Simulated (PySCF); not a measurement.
**Boron: a sound run and one with changed settings**

Sound run: B [He] 2s2 2p1, B⁺ [He] 2s2. Calculation: PySCF 2.14, in jorge-DZP-DKH (4s2p1d, 15 functions); the spin-free X2C one-electron Hamiltonian (Gaussian nucleus). The sound run starts from symmetry-adapted Hartree-Fock orbitals and uses a fine grid where one is needed.

Changed run: radial step 0.5 in ln r (0.13 in the sound run). This setting is unsound on purpose.

| species | method | sound run (hartree) | changed run (hartree) | converged |
| --- | --- | --- | --- | --- |
| B | UHF | -24.53694 | -24.53694 | yes |
| B | TPSS | -24.67269 | -24.67374 | yes |
| B | B3LYP | -24.66851 | -24.66909 | yes |
| B⁺ | UHF | -24.24193 | -24.24193 | yes |
| B⁺ | TPSS | -24.35101 | -24.35170 | yes |
| B⁺ | B3LYP | -24.34818 | -24.34815 | yes |

Ionisation energy of B:

| method | sound run (eV) | changed run (eV) |
| --- | --- | --- |
| UHF | 8.028 | 8.028 |
| TPSS | 8.753 | 8.763 |
| B3LYP | 8.716 | 8.733 |

A coarse radial grid mis-integrates the density and the exchange-correlation energy, with errors of either sign; Hartree-Fock needs no grid.

For comparison, NIST gives 8.298 eV between the lowest levels.
